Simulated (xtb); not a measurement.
BCl3, SMILES ClB(Cl)Cl. All values are semi-empirical tight-binding results from xtb (GFN2-xTB unless named), good for trends rather than for accurate numbers. Geometry: GFN2-xTB. The isomer is the one that the SMILES or the coordinates give; other isomers of the formula were not compared.

Optimised geometry:

Bonded distances (Å): B1–Cl2 1.723, B1–Cl3 1.723, B1–Cl4 1.723. Angles (°): Cl2–B1–Cl3 120.0, Cl2–B1–Cl4 120.0, Cl3–B1–Cl4 120.0.

Computed properties:
The point group as xtb finds it is D3h and the orbital gap is 4.50 eV. The dipole moment is 0.03 D and the zero-point energy is 3.8 kcal/mol. The G − E(el) at 298.15 K (modified RRHO) comes out as -13.6 kcal/mol and the static polarisability (D4 model) is 54.1 bohr³. The solvation energy, GFN2-xTB/ALPB(water) is -0.8 kcal/mol and the solvation energy, GFN2-xTB/ALPB(acetonitrile) is -3.1 kcal/mol.

Question: Give the atomic charges and the Wiberg bond orders between heavy atoms. (The exact figures need the calculation; the answer reports its results.)

Answer: charges (e) B1 0.47, Cl2 -0.16, Cl3 -0.16, Cl4 -0.16. Bond orders B1–Cl2 1.14, B1–Cl3 1.14, B1–Cl4 1.14.
